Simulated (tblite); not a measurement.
Compound: C₄H₆ClO (charge -1).
Numbering: `[CH3:1][CH2:2]/[C:3]([O-:4])=[CH:5]/[Cl:6]` (hydrogens: H7, H8, H9 on C1; H10, H11 on C2; H12 on C5)
Bond orders are those of one Lewis drawing.

Computed with GFN2-xTB (tblite), gas phase: Langevin dynamics at 300 K from the optimised GFN2-xTB geometry, time step 0.5 fs, friction 0.01 fs⁻¹, 2000 steps.

Start geometry:
```
atom  x, y, z in Å
C1     -1.433    0.284    0.601
C2     -0.555   -0.563   -0.312
C3      0.713    0.241   -0.719
O4      0.598    1.098   -1.630
C5      1.805   -0.099    0.014
Cl6     3.361    0.685   -0.207
H7     -0.899    0.521    1.520
H8     -1.679    1.217    0.100
H9     -2.362   -0.232    0.860
H10    -0.280   -1.497    0.188
H11    -1.108   -0.805   -1.224
H12     1.841   -0.851    0.783
```

The statistics below take the 31 frames saved every 25 fs from 250 to 1000 fs; their kinetic temperature (all 3N coordinates) averages 278 K.

Question: How do the bond lengths spread?

Answer: 
| bond | start (Å) | mean (Å) | standard deviation (Å) | shortest (Å) | longest (Å) |
| --- | --- | --- | --- | --- | --- |
| C1–C2 | 1.524 | 1.533 | 0.027 | 1.487 | 1.602 |
| C2–C3 | 1.556 | 1.562 | 0.047 | 1.476 | 1.682 |
| C3–O4 | 1.256 | 1.264 | 0.018 | 1.232 | 1.302 |
| C3=C5 | 1.359 | 1.369 | 0.020 | 1.329 | 1.414 |
| C5–Cl6 | 1.756 | 1.765 | 0.043 | 1.697 | 1.861 |
| C1–H7 | 1.089 | 1.093 | 0.033 | 1.019 | 1.159 |
| C1–H8 | 1.088 | 1.093 | 0.021 | 1.058 | 1.154 |
| C1–H9 | 1.094 | 1.094 | 0.026 | 1.048 | 1.144 |
| C2–H10 | 1.094 | 1.094 | 0.021 | 1.036 | 1.132 |
| C2–H11 | 1.093 | 1.096 | 0.022 | 1.049 | 1.148 |
| C5–H12 | 1.077 | 1.080 | 0.017 | 1.046 | 1.111 |

Question: How far does each atom move about its mean position (frames aligned on the start, all atoms weighted alike), and what rms force does it feel?

Answer: 
| atom | rms displacement (Å) | rms force (eV/Å) |
| --- | --- | --- |
| C1 | 0.10 | 1.67 |
| C2 | 0.12 | 1.66 |
| C3 | 0.13 | 1.89 |
| O4 | 0.30 | 1.30 |
| C5 | 0.16 | 1.61 |
| Cl6 | 0.23 | 0.81 |
| H7 | 0.24 | 1.18 |
| H8 | 0.23 | 0.83 |
| H9 | 0.23 | 0.94 |
| H10 | 0.21 | 0.86 |
| H11 | 0.19 | 0.72 |
| H12 | 0.32 | 0.65 |

The displacements run from 0.10 to 0.32 Å, the largest at H12.

Question: How widely does the potential energy scatter, against a harmonic estimate?

Answer: Mean 0.37 eV above the start, standard deviation 0.090 eV, range 0.23 to 0.64 eV. For 30 classical harmonic modes at 300 K the canonical values are 30kT/2 = 0.39 eV and kT·√(30/2) = 0.100 eV.

The run is classical and short, so these are rough statistics of one trajectory.

The cost below is that of the whole dynamics run. Hardware: one thread, Arm Neoverse V1 (aarch64) (shared host). Cost: 9.5 s wall, 0.18 GiB resident at most.
